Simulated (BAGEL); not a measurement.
doublet [C5H8]+: a scaling law for ROHF

[C5H8]+ has 13 atoms, charge +1, and is taken as a doublet. SMILES of the parent species: `C=C=CCC`. Geometry: relaxed at PBE0-D4/def2-TZVP. This is one conformer, not always the lowest. That shape belongs to the parent species and isn't relaxed for this state.

ROHF (density fitting with qzvpp-jkfit), energy, BAGEL 1.2.2, on 1 thread of Intel Xeon at 2.30GHz, shared host. N is the number of basis functions, t the processor time.

| basis | N | t (s) | ln N | ln t |
| --- | --- | --- | --- | --- |
| 6-31G(d) | 86 | 3.4 | 4.454 | 1.224 |
| 6-31G(d,p) | 110 | 4.5 | 4.700 | 1.504 |
| 6-311G(d,p) | 138 | 5.6 | 4.927 | 1.723 |
| 6-311++G(d,p) | 166 | 6.8 | 5.112 | 1.917 |
| 6-311++G(2d,2p) | 215 | ? | 5.371 | ? |
| 6-311++G(3df,3pd) | 339 | 17 | 5.826 | 2.833 |

**Question.** Fit t = C·Nᵖ to the known rows and estimate the time in 6-311++G(2d,2p).

**Answer.** 
1. Means of the 5 rows: ln N = 5.00380, ln t = 1.8402.
2. Σ(Δln N)² = 1.0882, Σ(Δln N·Δln t) = 1.2745, so the slope is 1.2745/1.0882 = 1.1712.
3. Intercept: 1.8402 − (1.1712) × 5.00380 = -4.0203. The largest residual of the fit is 0.050.
4. ln t = -4.0203 + 1.1712 × 5.371, so t ≈ 9.7 s.

The run took 9.1 s, so the estimate is too long by a factor of about 1.1. The fitted power is 1.2, with the electron count fixed. So low a power shows that fixed costs still weigh.
